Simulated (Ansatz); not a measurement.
`PS` + CH₃NH₂ → `CNP` + H₂S at 600 K and 1 bar (ligand exchange at a P–S bond).

Isolated molecules relaxed with PBE0-D4/def2-TZVP in Ansatz; ΔE leaves out vibrations. CBS: MP2 limit from def2 TZ/QZ plus the TZ coupled-cluster correction, frozen cores. This one scheme is used for every species. Each species was taken in one conformer, which may not be the lowest.

| species | CCSD(T)/CBS energy (Eh) | H − E (kJ/mol) | S (J/(mol·K)) |
| --- | --- | --- | --- |
| `PS` | -740.51379 | 103.4 | 311.3 |
| CH₃NH₂ | -95.75281 | 199.3 | 283.8 |
| `CNP` | -437.28343 | 234.3 | 355.0 |
| H₂S | -398.97279 | 60.8 | 230.9 |

H − E and S are ideal-gas, rigid-rotor, harmonic terms from PBE0-D4/def2-TZVP, for one conformer and one mirror image of each species. 1 Eh = 2625.50 kJ/mol, R = 8.31446 J/(mol·K).

Q: By hand: ΔE, ΔH, ΔS and ΔG.

A: ΔE = (-437.28343) + (-398.97279) − (-740.51379) − (-95.75281) = 0.01038 Eh = 27.3 kJ/mol. Δ(H − E) = 234.3 + 60.8 − 103.4 − 199.3 = -7.6, so ΔH = 19.7 kJ/mol. ΔS = 355.0 + 230.9 − 311.3 − 283.8 = -9.2 J/(mol·K). ΔG = 19.7 − 600 × (-9.2)/1000 = 25.2 kJ/mol.

Q: By hand: the equilibrium constant, and the temperature at which ΔG would vanish if ΔH and ΔS stayed fixed.

A: log₁₀ K = −ΔG/(RT ln 10) = -2.2. ΔH and −TΔS have one sign here, so there is no such temperature.

The number of gas molecules stays the same, so ΔS is small and ΔH decides. A doubt of 5 kJ/mol in ΔE shifts log₁₀ K by 0.4 here. Other conformers and mirror images would add mixing entropy, several J/(mol·K) or more a flexible species. These are equilibria of isolated gas molecules and say nothing of rates. Largest T1 diagnostic: 0.012 (customary marks: 0.02 for closed shells, 0.045 for open ones).

ΔS is within the doubt of such terms, so its sign, and with it that verdict, could turn.
